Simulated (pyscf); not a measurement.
Structures and frequencies: ωB97X-D3(BJ)/def2-SVP in PySCF.

Estimate the classical barrier height and the reaction energy of H₃C–SiH₂–CH₃ → H₂C=SiH–CH₃ + H₂ at B3LYP-D3(BJ)/def2-TZVP. The step runs on the singlet surface, breaks H–Si, C–H and forms H–H; take the reactant's lowest minimum found as zero.

ΔE‡ = 89.5 kcal/mol, ΔE = +56.6 kcal/mol. ωB97M-D3(BJ)/def2-TZVP gives 91.4 kcal/mol and +59.0 kcal/mol. Zero-point energy shifts the barrier by -4.6 kcal/mol. It is an elimination, with an imaginary mode of 1627i cm⁻¹. At the saddle there is also a short H–Si contact that neither side keeps. This saddle turned up in a search for another step; its sides and bond changes are read from the two ends of the descent. H₂C=SiH–CH₃ lies 7.5 kcal/mol over its isomer H₂C=CH–SiH₃ (electronic energy, ωB97M-D3(BJ)/def2-TZVP). One saddle was located; it need not be the lowest between these sides.
